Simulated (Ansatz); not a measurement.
Cost and result for the atomization energy of C₃H₆ClFO, SMILES `COC(F)CCl` (12 atoms, 11 bonds).

```xyz
12

C    -1.540   -0.436   -0.998
O    -0.786    0.273   -0.035
C     0.450   -0.243    0.199
F     0.349   -1.420    0.934
C     1.254    0.723    1.035
Cl    1.730    2.137    0.079
H    -1.785   -1.442   -0.647
H    -0.993   -0.505   -1.946
H    -2.459    0.126   -1.155
H     0.968   -0.510   -0.733
H     0.654    1.062    1.878
H     2.158    0.235    1.390
```

The species carries charge 0 and has multiplicity 1. The geometry is a stationary point of PBE0-D4/def2-TZVP. It is one conformer, not always the lowest. Program: Ansatz. All runs use 4 threads of an Arm Neoverse V2 on a shared host. Times are those of one run each, without the atoms' runs, and a repeat can differ threefold. Electronic energies, without spin–orbit coupling; frozen cores. CCSD(T)/CBS adds CCSD(T) − MP2 in def2-TZVPP to the MP2 limit, and its time is that of the two runs behind it. T1 = 0.011. B3LYP takes the VWN-RPA correlation (the form of Gaussian; ORCA's B3LYP/G).

CCSD(T)/CBS is a level of theory with its own doubt, some kJ/mol a heavy atom from the limit and from the frozen cores, so smaller differences don't rank the functionals.

```
                             level  functions  wall time  atomization (kcal/mol)  difference from CCSD(T)/CBS  per bond
   PBE-D4/def2-TZVPP (with forces)        281      2.8 s                  1122.7                         31.4       2.9
                PBE0-D4/def2-TZVPP        281      3.5 s                  1097.6                          6.3       0.6
r2SCAN-D4/def2-TZVPP (with forces)        281      5.5 s                  1095.3                          4.0       0.4
 B3LYP-D4/def2-TZVPP (with forces)        281      5.5 s                  1087.8                         -3.5      -0.3
                 B2PLYP/def2-TZVPP        281      6.5 s                  1078.3                        -13.0      -1.2
                ωB97X-V/def2-TZVPP        281      8.5 s                  1094.2                          2.9       0.3
  ωB97M-V/def2-TZVPP (with forces)        281       13 s                  1095.3                          4.0       0.4
                    MP2/def2-QZVPP        535       30 s                  1104.0                         12.7       1.2
                CCSD(T)/def2-TZVPP        281    6.1 min                  1063.1                        -28.2      -2.6
                 CCSD(T)/CBS(def2)          –    6.6 min                  1091.3                          0.0       0.0
```

In def2-TZVPP, CCSD(T) changes the Hartree–Fock value by +282.3 kcal/mol (the triples alone add +18.0 kcal/mol) and MP2 by +306.6 kcal/mol; breaking electron pairs costs correlation energy, which Hartree–Fock lacks. From PBE to PBE0 (25 % exact exchange), in def2-TZVPP and without D4, the atomization energy moves by −24.3 kcal/mol: exact exchange takes away binding that semilocal exchange gives to molecules. The D4 term adds +8.5 kcal/mol with B3LYP and +4.5 kcal/mol with PBE0; it sums over pairs of atoms, weighted by their polarisabilities, and B3LYP, whose exchange is more repulsive, gets the larger term.
